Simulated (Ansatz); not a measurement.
Reaction (SMILES): F (HF) → HF+ (doublet, bonded as F) + e-
B3LYP-D3(BJ)/def2-TZVP geometries, fixed; electronic energies without zero-point terms.
Largest species:
```xyz
2

F      0.0000     0.0000    -0.0925
H      0.0000     0.0000     0.8321
```

Basis-set convergence of the adiabatic ionisation energy at PBE with Ansatz (a first-principles code). Cartesian d functions, on some or all atoms, in 6-31G*, 6-31+G*; all else is spherical. Open shells are unrestricted. No added dispersion term, no relativity. Functions are those of the species that has most. Reference: the value in aug-cc-pV5Z, 16.108 eV, itself unsure by roughly 0.003 eV (its mean distance from pcseg-4, aug-pcseg-3, aug-cc-pVQZ). Deviations are taken from unrounded values.

```
basis        functions  adiabatic ionisation energy (eV)
-----------  ---------  --------------------------------
6-31G*              17                            15.428
6-31+G*             21                            16.065
cc-pVDZ             19                            15.518
aug-cc-pVDZ         32                            16.138
def2-SVP            19                            15.626
def2-SVPD           31                            16.219
pcseg-1             19                            15.912
aug-pcseg-1         32                            16.219
6-311G**            24                            15.787
6-311+G**           28                            16.149
def2-TZVP           37                            16.005
def2-TZVPD          49                            16.097
cc-pVTZ             44                            15.922
aug-cc-pVTZ         69                            16.110
pcseg-2             44                            16.099
aug-pcseg-2         69                            16.128
def2-TZVPP          45                            16.027
def2-TZVPPD         57                            16.108
cc-pVQZ             85                            16.033
aug-cc-pVQZ        126                            16.111
def2-QZVPP          87                            16.084
def2-QZVPPD         99                            16.106
pcseg-3             93                            16.110
aug-pcseg-3        134                            16.112
cc-pV5Z            146                            16.091
aug-cc-pV5Z        207                            16.108
```

What the diffuse functions change, pair by pair:
- 6-31G* to 6-31+G*: 4 more functions, deviation -0.680 to -0.043 eV
- cc-pVDZ to aug-cc-pVDZ: 13 more functions, deviation -0.590 to 0.031 eV
- def2-SVP to def2-SVPD: 12 more functions, deviation -0.482 to 0.112 eV
- pcseg-1 to aug-pcseg-1: 13 more functions, deviation -0.196 to 0.111 eV
- 6-311G** to 6-311+G**: 4 more functions, deviation -0.321 to 0.042 eV
- def2-TZVP to def2-TZVPD: 12 more functions, deviation -0.102 to -0.011 eV
- cc-pVTZ to aug-cc-pVTZ: 25 more functions, deviation -0.186 to 0.002 eV
- pcseg-2 to aug-pcseg-2: 25 more functions, deviation -0.009 to 0.020 eV
- def2-TZVPP to def2-TZVPPD: 12 more functions, deviation -0.080 to 0.000 eV
- cc-pVQZ to aug-cc-pVQZ: 41 more functions, deviation -0.075 to 0.003 eV
- def2-QZVPP to def2-QZVPPD: 12 more functions, deviation -0.024 to -0.002 eV
- pcseg-3 to aug-pcseg-3: 41 more functions, deviation 0.003 to 0.004 eV
- cc-pV5Z to aug-cc-pV5Z: 61 more functions, deviation -0.017 to 0.000 eV

Leaving out the reference's own pair, they bring the value nearer the reference by more than 0.003 eV in 10 of 12 pairs.
